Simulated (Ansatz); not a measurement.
**Two structures, one formula**

The two ends of one reaction step of CH7BO, singlet (PBE0-D4/def2-TZVP).

A:

| atom | x (Å) | y (Å) | z (Å) |
| --- | --- | --- | --- |
| B1 | -1.0317 | -0.1006 | -1.2455 |
| O2 | -0.0311 | 0.0780 | -0.3733 |
| C3 | 0.4145 | -0.9509 | 0.4886 |
| H4 | -1.3291 | 0.8368 | -1.9265 |
| H5 | -1.5872 | -1.1655 | -1.3187 |
| H6 | 0.8409 | 2.2252 | 0.8582 |
| H7 | 1.1063 | 2.7052 | 1.3659 |
| H8 | 1.4678 | -1.1511 | 0.2835 |
| H9 | 0.3169 | -0.6115 | 1.5214 |
| H10 | -0.1673 | -1.8656 | 0.3462 |

B:

| atom | x (Å) | y (Å) | z (Å) |
| --- | --- | --- | --- |
| B1 | -0.8900 | 0.8929 | -0.4517 |
| O2 | 0.4678 | -0.0290 | -0.5401 |
| C3 | 0.6237 | -0.9693 | 0.5295 |
| H4 | -0.7540 | 1.6464 | -1.3850 |
| H5 | -1.7786 | 0.0849 | -0.5647 |
| H6 | 1.2218 | 0.5694 | -0.5696 |
| H7 | -0.8237 | 1.4190 | 0.6396 |
| H8 | 1.5485 | -1.5275 | 0.3831 |
| H9 | 0.6178 | -0.4518 | 1.4902 |
| H10 | -0.2335 | -1.6349 | 0.4687 |

Computed with Ansatz 0.2.0 (basis: def2-TZVPP); correlated methods freeze the cores. B3LYP uses VWN-RPA correlation.

Which structure is lower at CCSD(T), and by how much? (Judge from chemistry; the value comes from the calculation.)

By the calculation: A, by 13.07 kcal/mol (electronic energy, against the other). By their contacts, A is a complex of CH₅BO ([BH2][O][CH3]) + H₂ and B is CH₇BO ([BH3][OH][CH3]).

All methods give the same order:

| method | E(B) − E(A) (kcal/mol) |
| --- | --- |
| SPW92 | 5.87 |
| PBE-D4 | 12.70 |
| BLYP-D4 | 17.06 |
| r2SCAN-D4 | 12.82 |
| B97M-V | 13.29 |
| PBE0-D4 | 11.35 |
| B3LYP-D4 | 15.37 |
| r2SCAN0-D4 | 11.74 |
| BHLYP-D4 | 14.25 |
| CAM-B3LYP-D4 | 13.73 |
| wB97X-V | 12.78 |
| wB97M-V | 12.84 |
| B2PLYP | 15.07 |
| PBE-QIDH | 11.37 |
| RPA on PBE | 13.98 |
| HF | 18.22 |
| MP2 | 13.35 |
| CCSD | 13.17 |
| CCSD(T) | 13.07 |

T1 diagnostic: at most 0.014.

Labels in which every atom is bracketed show which atoms are joined, not bond orders.

For scale, one of the runs: CCSD(T)/def2-TZVPP, 191 basis functions, launched by `ansatz run in.yaml --threads 2 --pin off --events-out ev --progress --plain --max-ram 4352MiB`. Time: 19 s of wall clock on 2 CPU threads of an AMD EPYC 9R45; the host was shared. Peak host memory: 2.2 GiB.
